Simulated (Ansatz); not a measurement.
A nudged elastic band was laid between two geometries of BFH4O (7 atoms, charge 0, multiplicity 1).

Method: Ansatz 0.2.0, RKS B3LYP-D4/6-31G*.

```json
{"movable images": "5", "climbing image": "yes", "spring": "5.0 eV/Å²", "optimiser": "quadratic models (default)", "start path": "through a guess of the saddle point", "force threshold": "0.03 eV/Å", "iteration limit": "60", "end points": "relaxed"}
```

Initial state:

```xyz
7
Properties=species:S:1:pos:R:3
B -0.007 0.027 0.053
F -0.380 0.484 1.293
H 1.148 0.188 -0.243
H -0.858 0.051 -0.798
O 0.029 -1.751 0.355
H -0.873 -1.989 0.637
H 0.584 -1.863 1.148
```

Final state:

```xyz
7
Properties=species:S:1:pos:R:3
B 0.030 -0.414 -0.498
F 0.088 -0.088 2.358
H 1.080 0.147 -0.517
H -0.955 -0.002 -1.042
O 0.000 -1.613 0.162
H -0.877 -2.027 0.135
H 0.275 -0.857 1.846
```

Problem. Which bonds break or form, and what moves?

Solution. Bonds broken: B1–F2, O5–H7. Bonds formed: F2–H7. BFH4O becomes BH3O + FH.

Problem. What energy profile does the band end with?

Solution. The forces met the threshold. The highest image is number 3 of 0 to 6, 83.5 kJ/mol above the first end and 39.7 kJ/mol above the last; the last end lies 43.8 kJ/mol above the first. A vibrational analysis at the climbing image gives one clearly imaginary mode, 829i cm⁻¹: a first-order saddle point. The orbitals stay closed-shell, which can raise the energy where a bond breaks towards radicals; this wasn't checked here.

| image | path coordinate (Å) | energy (kJ/mol) | B1–F2 (Å) | O5–H7 (Å) | F2–H7 (Å) |
| --- | --- | --- | --- | --- | --- |
| 0 | 0.00 | 0.0 | 1.37 | 0.97 | 2.54 |
| 1 | 0.56 | 0.8 | 1.37 | 0.97 | 2.30 |
| 2 | 1.12 | 13.6 | 1.42 | 0.99 | 1.74 |
| 3 | 1.68 | 83.5 | 1.68 | 1.32 | 1.11 |
| 4 | 2.12 | 56.6 | 2.10 | 1.71 | 0.96 |
| 5 | 2.57 | 44.9 | 2.56 | 1.91 | 0.94 |
| 6 | 3.02 | 43.8 | 2.88 | 1.87 | 0.94 |

Problem. What is the geometry of the highest image?

Solution. 
```xyz
7
Properties=species:S:1:pos:R:3:forces:R:3
B 0.069 -0.270 -0.075 0.00 0.00 0.02
F -0.046 0.104 1.554 0.00 -0.01 -0.01
H 1.121 0.151 -0.439 0.00 0.00 -0.01
H -0.958 0.047 -0.595 0.00 0.00 0.00
O 0.133 -1.715 0.361 0.01 -0.01 0.01
H -0.703 -2.171 0.178 -0.01 0.00 -0.01
H 0.027 -0.999 1.459 0.00 0.01 0.00
```

Problem. What are the harmonic wavenumbers there?

Solution. 829i, 532, 597, 779, 821, 846, 950, 1124, 1220, 1258, 1292, 2026, 2624, 2727, 3768 cm⁻¹.

Time of the run: 71 s on 1 thread of Arm Neoverse V1, with other jobs on the host, peak memory 0.086 GiB.
